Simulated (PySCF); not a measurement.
Species: boranylsilane, BH₅Si.
Numbering: `[BH2:1][SiH3:2]`

Structure used (PBE0-D3(BJ)/def2-SVP), in Å, numbered top down from 1:
```xyz
7
BH5Si angstrom
B      1.2126   -0.1073   -0.0148
Si    -0.7930    0.0905   -0.0451
H      1.9709    0.8329    0.0073
H      1.6965   -1.2153    0.0075
H     -1.3114   -0.3998    1.2763
H     -1.2858    1.4881   -0.2464
H     -1.3913   -0.7813   -1.1075
```

Theory: PySCF, delta-SCF UKS SCAN, pcX-2 on the ionised atom, pcseg-1 elsewhere, spin-free X2C. The ground state was rerun for each ionised atom, in the same mixed basis as its hole state.

```tsv
ionised atom	basis functions	E(ground) (Eh)	binding energy (eV)
B1	88	-317.85164	196.620
Si2	99	-317.90945	1846.324
```

Fill in the total energy of each core-ionised state.

With binding energy = E(ionised) − E(ground) and 27.2114 eV a hartree:

```csv
atom,binding energy (Eh),E(ionised) (Eh)
B1,7.2256,-310.6260
Si2,67.8511,-250.0583
```

How much do the ground-state energies differ, and what would follow from using one of them for all holes?

They run from -317.9094 Eh (core basis on Si2) to -317.8516 Eh (on B1), 0.0578 Eh or 1.57 eV apart, though the state is the same; only basis and grid differ. Pairing the ion of B1 with the ground state of Si2 would put its binding energy 1.57 eV too high.

Only 1s holes are shown. Isolated species at its PBE0-D3(BJ)/def2-SVP geometry, gas phase.
